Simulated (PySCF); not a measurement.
ClH.
Z-matrix (Å and degrees, PBE0/6-31+G* geometry), rows numbered from 1:
```
Cl
H   1  1.2846
```

The calculation used PBE0/6-31+G* geometry optimisation, gas phase in PySCF 2.14.0.

Masses are those of the commonest isotopes; rigid-rotor values at the optimised geometry. 

Task: What are the moment of inertia and the rotational constant?

Result: I = 1.616 u·Å², B = 505379 MHz·u·Å²/I = 312657 MHz (10.4291 cm⁻¹, or 15.005 K as hB/k). For two atoms I = μr² with μ = 0.9796 u and r = 1.2846 Å.

Task: List the first levels of a rigid rotor in a Σ state.

Result: E(J) = BJ(J+1): J = 1: 20.858, J = 2: 62.575, J = 3: 125.149, J = 4: 208.582, J = 5: 312.873, J = 6: 438.023 cm⁻¹.

Task: Where do the first rotational lines fall?

Result: The dipole is 1.54 D; J+1 ← J lies at 2B(J+1): 1 ← 0 at 625.31 GHz, 2 ← 1 at 1250.63 GHz, 3 ← 2 at 1875.94 GHz, 4 ← 3 at 2501.26 GHz, 5 ← 4 at 3126.57 GHz, 6 ← 5 at 3751.88 GHz.

Task: Estimate the classical rotational partition function at 298.15 K.

Result: Point group C∞v, symmetry number σ = 1; q = kT/(σhB), k/h = 20836.6 MHz/K: 19.9 at 298.15 K.

PBE0/6-31+G* frequencies: not computed here. Constants of a rigid frame at the computed geometry: no zero-point averaging, no centrifugal distortion.

Hardware: an Arm Neoverse V1 with one thread (shared host). Cost: 0.63 s of wall time, 0.28 GiB resident at most. These figures are those of the optimisation.
